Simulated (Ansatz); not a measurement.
# doublet AlH2F+ at 6 levels

Wanted: a comparison of 6 runs (UHF/STO-3G, U-revPBE/STO-3G, UBLYP/STO-3G, USVWN5/STO-3G, RPA@PBE/STO-3G, UCCSDT/STO-3G) of doublet AlH2F+. 

The results are computed with Ansatz 0.2.0.

52 further runs of the same task are left out: 52 set aside as unsound or not needed.

### Step 1. The system as given

AlH2F+: 4 atoms, total charge +1, spin state doublet. As SMILES of the parent species, `[H][Al]([H])[F]`. Geometry: a GFN2-xTB relaxation, a rough one for these elements and not checked as a minimum. That shape belongs to the parent species and isn't relaxed for this state.

Bond lengths: Al1–F4 1.642 Å, Al1–H2 1.528 Å, Al1–H3 1.528 Å. Angles: H2–Al1–F4 119.2°, H3–Al1–F4 119.2°, H2–Al1–H3 121.7°.

### Step 2. A single-point energy at UHF/STO-3G (run 1)

job.yaml

```yaml
crystal:
  periodic: [false, false, false]
  atoms:
    - {symbol: Al, position_ang: [0.019600, 0.032680, 0.000940]}
    - {symbol: H, position_ang: [1.546910, -0.017870, 0.014080]}
    - {symbol: H, position_ang: [-0.738990, 1.358820, -0.019420]}
    - {symbol: F, position_ang: [-0.827520, -1.373630, 0.004400]}
basis:
  gaussian:
    orbitals: STO-3G
total_charge: 1
magnetization:
  spin_polarized: true
  initial_magnetization: 1
hamiltonian:
  xc: hf
accuracy: high
```

The run is started by

```console
$ ansatz run job.yaml --threads 1 --pin off --max-ram 2610MiB --events-out events.jsonl --progress --plain --runs-dir runs
```

What it wrote:

```text
Warning: RAYON_NUM_THREADS=1 ignored (pool sized by the plan → 1); use --threads N
Functional definition: HF
  name "HF"
  exchange = exact_x
  correlation = 0
267 factors; integrals over basis functions are off by at most 2.8e-8 eV
mean field evaluation 1: about -9189.7562 eV, gradient 2.1e1 eV
mean field evaluation 2: about -9189.7669 eV, gradient 2.1e1 eV
mean field evaluation 4: about -9195.3465 eV, gradient 2.6e0 eV
mean field evaluation 8: about -9195.3114 eV, gradient 1.9e0 eV
mean field evaluation 16: about -9196.5525 eV, gradient 2.2e-5 eV
mean field evaluation 32: about -9196.1492 eV, gradient 3.7e-1 eV
mean field evaluation 64: about -9194.2865 eV, gradient 6.9e0 eV
mean field evaluation 96: about -9194.6805 eV, gradient 3.5e0 eV
mean field -9196.55251568 eV, -337.9670713042 hartree, gradient 6.7e-9 eV, S^2 0.754082; 3 other end points of the search recorded, 0 dependent functions left out
reference -9196.55251568 eV, -337.9670713042 hartree; 12, 11 occupied and 4, 5 virtual orbitals, 267 factors
Total energy: -9196.55251568 eV, -337.9670713042 hartree
```

Wall time 0.16 s (1 thread of Arm Neoverse V1, shared host).

### Step 3. A single-point energy at U-revPBE/STO-3G (run 2)

input.yaml

```yaml
crystal:
  periodic: [false, false, false]
  atoms:
    - {symbol: Al, position_ang: [0.019600, 0.032680, 0.000940]}
    - {symbol: H, position_ang: [1.546910, -0.017870, 0.014080]}
    - {symbol: H, position_ang: [-0.738990, 1.358820, -0.019420]}
    - {symbol: F, position_ang: [-0.827520, -1.373630, 0.004400]}
basis:
  gaussian: {orbitals: STO-3G}
total_charge: 1
magnetization: {spin_polarized: true, initial_magnetization: 1}
hamiltonian: {xc: {name: revPBE}}
accuracy: high
```

The run is started by

```console
$ ansatz run input.yaml --threads 1 --pin off --max-ram 2610MiB --events-out events.jsonl --progress --plain --runs-dir runs
```

What it wrote:

```text
Warning: RAYON_NUM_THREADS=1 ignored (pool sized by the plan → 1); use --threads N
Functional definition: revPBE
  name "revPBE"
  parameter kappa = 1.245
  parameter beta = 0.06672455060314922
  exchange = pbe_x(kappa = kappa, mu = beta*pi^2/3)
  correlation = pbe_c(beta = beta)
267 factors; integrals over basis functions are off by at most 2.8e-8 eV
mean field evaluation 1: about -9209.8249 eV, gradient 2.4e1 eV
mean field evaluation 2: about -9018.9988 eV, gradient 1.4e2 eV
mean field evaluation 4: about -9214.5891 eV, gradient 2.0e1 eV
mean field evaluation 8: about -9217.7852 eV, gradient 1.9e-1 eV
mean field evaluation 16: about -9217.7521 eV, gradient 8.4e-5 eV
mean field -9217.75212241 eV, -338.7461424816 hartree, gradient 9.7e-8 eV, S^2 0.754398; 1 other end points of the search recorded, 0 dependent functions left out
reference -9217.75212433 eV, -338.7461425523 hartree; 12, 11 occupied and 4, 5 virtual orbitals, 267 factors
Total energy: -9217.75212433 eV, -338.7461425523 hartree
```

Run time: 1.4 s. Hardware: 1 thread of Arm Neoverse V1, shared host; peak memory 0.12 GiB.

Runs 3 to 5 aren't shown in full; the table further down has their settings and results.

### Step 4. The energy at UCCSDT/STO-3G (run 6)

in.yaml

```yaml
crystal:
  periodic: [false, false, false]
  atoms:
    - {symbol: Al, position_ang: [0.019600, 0.032680, 0.000940]}
    - {symbol: H, position_ang: [1.546910, -0.017870, 0.014080]}
    - {symbol: H, position_ang: [-0.738990, 1.358820, -0.019420]}
    - {symbol: F, position_ang: [-0.827520, -1.373630, 0.004400]}
basis:
  gaussian: {orbitals: STO-3G}
total_charge: 1
magnetization: {spin_polarized: true, initial_magnetization: 1}
correlation: {method: ccsdt, frozen_orbitals: {Al: 5, F: 1, H: 0}}
accuracy: high
scf: {omitted_lower_state_checks: [cluster_reference, increment]}
```

The run is started by

```console
$ ansatz run in.yaml --threads 1 --pin off --max-ram 2610MiB --events-out events.jsonl --progress --plain --runs-dir runs
```

What it wrote, cut to the lines that bear on the results:

```text
Warning: RAYON_NUM_THREADS=1 ignored (pool sized by the plan → 1); use --threads N
[... 2 set-up lines as earlier in the session ...]
[...]
267 factors; integrals over basis functions are off by at most 2.8e-8 eV
[...]
mean field -9196.55251568 eV, -337.9670713042 hartree, gradient 6.7e-9 eV, S^2 0.754082; 9 other end points of the search recorded, 0 dependent functions left out
6 core orbitals not correlated: weight in the atoms' cores, before any rotation towards them, 0.999 or more for the frozen orbitals, at most 0.001 for the correlated occupied ones
reference -9196.55251568 eV, -337.9670713042 hartree; 6, 5 occupied and 4, 5 virtual orbitals, 267 factors
second order -0.93121169 eV of doubles, -0.00000000 eV of singles
cycle   1  -1.21605957 eV  change   -2.8e-1 eV  update   5.9e-2
[...]
cycle  37  -1.73933196 eV  change   1.2e-10 eV  update  5.2e-10
Total energy: -9198.29184765 eV, -338.0309905749 hartree
Checks for a lower state left out: cluster_reference, increment
```

Run time: 0.58 s. Hardware: 1 thread of Arm Neoverse V1, shared host.

### Step 5. The series

```csv
run,level,frozen core orbitals,energy (Eh),⟨S²⟩,wall time
1,UHF/STO-3G,–,-337.967071,0.754,0.16 s
2,U-revPBE/STO-3G,–,-338.746143,0.754,1.4 s
3,UBLYP/STO-3G,–,-338.773338,0.755,1.4 s
4,USVWN5/STO-3G,–,-337.069765,0.753,0.89 s
5,RPA@PBE/STO-3G,6,-338.092255,0.755,1.8 s
6,UCCSDT/STO-3G,6,-338.030991,0.754,0.58 s
```

### Step 6. Results

| quantity | value |
| --- | --- |
| run 6: total energy | -338.03099 Eh |
| run 6: correlation energy (6 core orbitals frozen) | -63.9 mEh |
| run 6: ⟨S²⟩ of the reference determinant | 0.754 |
| run 6: T1 diagnostic | 0.074 |

**Reading.** Totals of different functionals can't be ranked against each other. In runs 1, 2, 3, 4, 5, 6 the basis is minimal, so the values are rough. All runs together took 6.3 s, the longest 1.8 s.
